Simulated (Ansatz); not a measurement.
**Ligand exchange: C5H11Cl + H2 → C5H12 + HCl**

Species: C5H11Cl `CCCCCCl`, singlet; H2 (hydrogen), singlet; C5H12 `CCCCC`, singlet; HCl (hydrogen chloride), singlet. The partners trade Cl for H: C–Cl and H–H bonds give way to C–H and H–Cl.

Shapes, held fixed at every level: PBE0-D4/def2-TZVP. Flexible molecules stand in one conformer, not always the lowest. Programs: Ansatz 0.2.0. Electronic energies: no zero-point or thermal term.

Estimate ΔE of this reaction.

The highest level, CCSD(T)/CBS estimate, gives ΔE = -72.3 kJ/mol; the levels span -87.1 to -69.7. The column of differences is taken from that level and isn't an error. No measured value is set beside it here. The CBS estimate extrapolates MP2 from def2-TZVPP and def2-QZVPP and adds CCSD(T) − MP2 in the triple-zeta set, cores frozen; for H2 it overshoots the exact energy by about 1 mEh.

```
               level                    kind  ΔE (kJ/mol)  less CCSD(T)/CBS estimate
    SPW92/def2-TZVPP                     LDA        -69.7                       +2.6
  wB97M-V/def2-TZVPP  range-separated hybrid        -72.4                       -0.1
  wB97X-V/def2-TZVPP  range-separated hybrid        -71.8                       +0.5
      MP2/def2-TZVPP     perturbation theory        -71.4                       +0.9
    CCSD(T)/def2-SVP   coupled cluster or CI        -83.4                      -11.1
       CCSD/def2-SVP   coupled cluster or CI        -87.1                      -14.8
CCSD(T)/CBS estimate   coupled cluster or CI        -72.3                        0.0
```
